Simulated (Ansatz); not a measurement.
Basis-set extrapolation for C3H9N, SMILES `CN(C)C` (PBE0-D4/def2-TZVP geometry, frozen core, Ansatz 0.2.0). Multiplicity 1, RHF reference.

|  | def2-TZVPP | def2-QZVPP |
| --- | --- | --- |
| HF | -173.338674 | -173.347389 |
| MP2 correlation | -0.751446 | -0.799458 |
| CCSD(T) correlation | -0.826102 | not run |

Energies in hartree. Use E(X) = E(∞) + A·exp(−7.88·√X) for Hartree–Fock and E(X) = E(∞) + B·X^(−2.97) for correlation, with X = 3 and 4, and add CCSD(T) minus MP2 of the smaller set to the MP2 limit.

Task: What is the CCSD(T) energy at the basis-set limit?

Result: HF limit: -173.347389 + (-0.008715) × 0.13774 = -173.34859. MP2 limit: -0.799458 + (-0.048012) × 0.74074 = -0.83502. Higher-order term: -0.826102 − (-0.751446) = -0.07466. Total: -174.25827 hartree, 245.5 kJ/mol below CCSD(T)/def2-TZVPP.
